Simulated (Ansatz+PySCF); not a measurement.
The numbers below are computed, except where a source is named.
**Several solutions for singlet NaCl in separate pieces**

```xyz
2

Na    0.0000    0.0000    0.0000
Cl   30.0000    0.0000    0.0000
```

Basis set: cc-pVDZ (spherical functions). Charge 0, multiplicity 1.

CASSCF(6,6) was run from several starts with Ansatz (development build ahead of 0.2.0) and PySCF 2.14.0. The starts are those of the Hartree–Fock orbitals from which the active space was taken at the frontier.

```json
{"run": "A", "program": "PySCF", "start": "program defaults", "converged": "no", "energy (hartree)": "–", "<S²>": "–"}
{"run": "B", "program": "Ansatz", "start": "atomic start, no search", "converged": "yes", "energy (hartree)": "-621.32021", "<S²>": "0.00"}
{"run": "C", "program": "Ansatz", "start": "stability test followed", "converged": "yes", "energy (hartree)": "-621.34703", "<S²>": "0.00"}
{"run": "D", "program": "Ansatz", "start": "search for the lowest state", "converged": "yes", "energy (hartree)": "-621.34703", "<S²>": "0.00"}
```

(1) Which runs reached the lowest solution of this kind, and what is wrong with the others?

Answers

(1) C, D reached the lowest solution found. Converged but too high: B by 0.73 eV. Convergence only shows a stationary point; in CASSCF the end hangs on which orbitals enter the active space. Not converged: A. Caution: other starts end on other solutions of this active space.
